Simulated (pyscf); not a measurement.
Optimised with ωB97X-D3(BJ)/def2-SVP in PySCF. MP2 and CC: frozen core, UHF for open shells. ΔMP2 is the change of the MP2 total energy from the triple- to the quadruple-zeta basis.

Estimate the classical barrier height and the reaction energy of `[SiH2]=[PH]` + `[OH2]` → `[OH][PH][SiH3]` at CCSD(T)/def2-TZVPP + ΔMP2(QZVPP). The step runs on the singlet surface, breaks H–O and forms O–P, H–Si; take the separated reactants as zero.

ΔE‡ = 31.6 kcal/mol, ΔE = -24.6 kcal/mol. Zero-point energy shifts the barrier by -0.2 kcal/mol. It is an addition across a multiple bond or ene-type step, with an imaginary mode of 764i cm⁻¹. The reactants may also form a dative adduct at H₂Si=PH; it and routes through it were not searched. HO–PH–SiH₃ lies 27.2 kcal/mol over its isomer HO–SiH₂–PH₂, and others may lie lower still (electronic energy, ωB97M-D3(BJ)). This is the saddle that the search found; another between the same sides may lie lower. The CCSD(T) − MP2 part came from Ansatz, without density fitting, on the same reference.
